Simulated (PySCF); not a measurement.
**PSH3: singlet, from a PBE0 minimum start**

The task is one start of a wider search on PSH3: the singlet, from a PBE0 minimum start. It is relaxed, tested by its Hessian and followed downhill if it is a saddle.

Computed with PySCF 2.14.0. Level: PBE0, basis P def2-TZVP, S def2-TZVP, H def2-TZVP, no relativity, density fitting.

## (1) Where the work starts

5 atoms, charge 0, spin multiplicity 1.

Bond lengths: P1–S2 1.925 Å, P1–H3 1.415 Å, P1–H4 1.415 Å, P1–H5 1.415 Å. Angles: S2–P1–H3 117.9°, S2–P1–H4 117.9°, S2–P1–H5 117.9°, H3–P1–H4 99.9°, H3–P1–H5 99.9°, H4–P1–H5 99.9°.

```xyz
5
charge 0 multiplicity 1
P     0.0000    0.8375   -0.3365
S     0.0000   -0.9485    0.3812
H     1.0831    1.2178   -1.1632
H    -0.0001    1.9172    0.5773
H    -1.0830    1.2178   -1.1633
```

## (2) Finding the electronic state

One driver script runs all steps and calls PySCF; scf.py shows how it sets up the SCF of each step. The optimiser is the driver's own. After this first run the driver tries any further starts and a stability analysis.

scf.py reads:

```python
from pyscf import gto, scf, dft
mol = gto.M(atom='''
P      0.000000     0.837462    -0.336536
S     -0.000001    -0.948523     0.381167
H      1.083071     1.217831    -1.163174
H     -0.000101     1.917250     0.577308
H     -1.082968     1.217766    -1.163338''',
    basis={'P': 'def2-TZVP', 'S': 'def2-TZVP', 'H': 'def2-TZVP'},
    charge=0, spin=0)
mf = dft.RKS(mol, xc='PBE0')
mf.grids.atom_grid = (50, 194)
aux = {'P': 'def2-universal-JKFIT', 'S': 'def2-universal-JKFIT', 'H': 'def2-universal-JKFIT'}
mf = mf.density_fit(auxbasis=aux)
mf.conv_tol = 1e-08
mf.diis_space = 10
mf.max_cycle = 60
mf.init_guess = 'minao'
mf.verbose = 4
mf.kernel()
```

Launch:

```
$ OMP_NUM_THREADS=2 python axn.py task.json out
```

Output:

```text
init E= -741.218044520161
  HOMO = -0.300046649485311  LUMO = -0.0429073433077036  gap/eV = 6.99712
cycle= 1 E= -741.056367183934  delta_E= 0.162  |g|= 0.347  |ddm|= 1.69
  HOMO = -0.194880821130453  LUMO = -0.0122826878928102  gap/eV = 4.96875
cycle= 2 E= -740.985186570705  delta_E= 0.0712  |g|= 0.587  |ddm|= 1.09
  HOMO = -0.248785593686198  LUMO = 0.00275266149916931  gap/eV = 6.84470
cycle= 3 E= -741.097876012467  delta_E= -0.113  |g|= 0.046  |ddm|= 0.691
  HOMO = -0.258670852221623  LUMO = -0.00228840130348118  gap/eV = 6.97652
cycle= 4 E= -741.09830163607  delta_E= -0.000426  |g|= 0.0236  |ddm|= 0.0552
  HOMO = -0.255695696020508  LUMO = -0.00010590784748743  gap/eV = 6.95495
cycle= 5 E= -741.098457719432  delta_E= -0.000156  |g|= 0.00267  |ddm|= 0.0206
  HOMO = -0.255968700000672  LUMO = -0.000177431476025447  gap/eV = 6.96043
cycle= 6 E= -741.098458748075  delta_E= -1.03e-06  |g|= 0.000349  |ddm|= 0.00211
  HOMO = -0.255918139780961  LUMO = -0.000164512298169939  gap/eV = 6.95941
cycle= 7 E= -741.098458782793  delta_E= -3.47e-08  |g|= 6.62e-05  |ddm|= 0.000334
  HOMO = -0.255924661086861  LUMO = -0.000172918594074645  gap/eV = 6.95936
cycle= 8 E= -741.09845878381  delta_E= -1.02e-09  |g|= 1.08e-05  |ddm|= 8.06e-05
  HOMO = -0.255921784326399  LUMO = -0.000172916738510054  gap/eV = 6.95928
Extra cycle  E= -741.098458783776  delta_E= 3.35e-11  |g|= 1.51e-05  |ddm|= 2.67e-05
converged SCF energy = -741.098458783776
```

This step, with its further starts and checks, needed 6.1 s of wall time on 2 threads of Arm Neoverse N1, shared host.

No lower closed-shell solution turned up in the test of internal stability.

## (3) Relaxing the singlet from the PBE0 minimum start

The program finds C3v symmetry in the start, which this walk keeps. The walk stops when the largest gradient is under 0.0003 Eh/bohr and the energy has settled too.

Changes to scf.py since step 2:

```diff
@@ -3 +3 @@
-P      0.000000     0.837462    -0.336536
+P      0.000001     0.837462    -0.336537
@@ -17 +16,0 @@
-mf.init_guess = 'minao'
```

Steps of the walk:

```csv
step,energy (Eh),change (kJ/mol),largest symmetric gradient (Eh/bohr)
0,-741.098459,0.00,0.00008
```

The walk took 1.2 s.

After 0 steps and 0.0 kJ/mol it ends at C3v: P–H 1.415 Å (×3), P–S 1.925 Å; H–P–H 99.9° (×3), H–P–S 117.9° (×3).

## (4) Vibrations and properties at this point

The point is checked on the finer grid, and tightened if its gradient asks for it. The Hessian and the dipole derivatives come from central differences of analytic gradients, with steps of 0.02 bohr.

Changes to scf.py since step 3:

```diff
@@ -11 +11 @@
-mf.grids.atom_grid = (50, 194)
+mf.grids.atom_grid = (75, 302)
@@ -14 +14 @@
-mf.conv_tol = 1e-08
+mf.conv_tol = 1e-10
```

This SCF starts from the last density.

SCF at the final geometry:

```text
init E= -741.098468366734
  HOMO = -0.255922656261622  LUMO = -0.000180342765620622  gap/eV = 6.95910
cycle= 1 E= -741.098468366736  delta_E= -2.73e-12  |g|= 1.84e-06  |ddm|= 3.91e-06
  HOMO = -0.255921944928108  LUMO = -0.00018015680017669  gap/eV = 6.95909
Extra cycle  E= -741.098468366731  delta_E= 5e-12  |g|= 2.27e-06  |ddm|= 4.47e-06
converged SCF energy = -741.098468366731
```

The whole step took 40 s.

Geometry: C3v; P–H 1.415 Å (×3), P–S 1.925 Å; H–P–H 99.9° (×3), H–P–S 117.9° (×3).

Harmonic modes (main isotopes):

```csv
symmetry,ω (cm⁻¹),IR (km/mol),μ (u),type
a1,694,53.0,13.42,stretch
e,724,1.3,1.15,bend
e,1112,27.1,1.03,bend
a1,1126,187,1.08,bend
e,2408,88.3,1.04,stretch
a1,2424,109,1.03,stretch
```

Every mode is real; the point is a minimum.

Properties at this point:

```yaml
Dipole_moment: 3.56 D
Highest_occupied_level: -6.96 eV
Lowest_empty_level: 0.00 eV
Rotational_constants: 3.565, 0.2465, 0.2465 cm⁻¹
Zero-point_energy: 76.2 kJ/mol
Principal_polarisabilities: 33.2, 33.2, 59.0 bohr³
Atomisation_energy_without_zero-point_energy: 1277 kJ/mol
Principal_traceless_quadrupole_moments_about_the_centre_of_mass: -1.00, -1.00, 2.00 D Å
Entropy_at_298.15_K_and_1_bar: 246.5 J/(mol K)
Heat_capacity_Cp_at_298.15_K: 46.7 J/(mol K)
Enthalpy_at_298.15_K_above_0_K: 10.95 kJ/mol
Rotational_symmetry_number: 3
```

Charges (e) and bond orders:

```csv
atom,Mulliken,Löwdin,polar tensor,Mayer order to P1
P1,0.13,0.15,1.04,–
S2,-0.39,-0.16,-0.57,1.89
"H3,4,5",0.09,0.00,-0.16,0.88
```

Mulliken populations on P1: s 5.45, p 8.92, d 0.48, f 0.02.

## (5) What came out

| quantity | value |
| --- | --- |
| minimum | singlet, C3v |
| geometry | P–H 1.415 Å (×3), P–S 1.925 Å; H–P–H 99.9° (×3), H–P–S 117.9° (×3) |
| wavenumbers (cm⁻¹) | 694 (a1), 724 (e), 1112 (e), 1126 (a1), 2408 (e), 2424 (a1) |
| dipole moment | 3.56 D |
| highest occupied, lowest empty level | -6.96, 0.00 eV |
| polar-tensor charge of P1 | +1.04 e |
| zero-point energy | 76.2 kJ/mol |
| entropy at 298.15 K | 246.5 J/(mol K) |
| atomisation energy (no zero-point energy) | 1277 kJ/mol |

**Reading.** The molecule stays C3v, as typed, and the end point is a minimum. In the infrared the band at 1126 cm⁻¹ (a1, bend) leads. Only this shape and spin were tried, so other structures or states may lie lower.

The search up to here took 47 s.
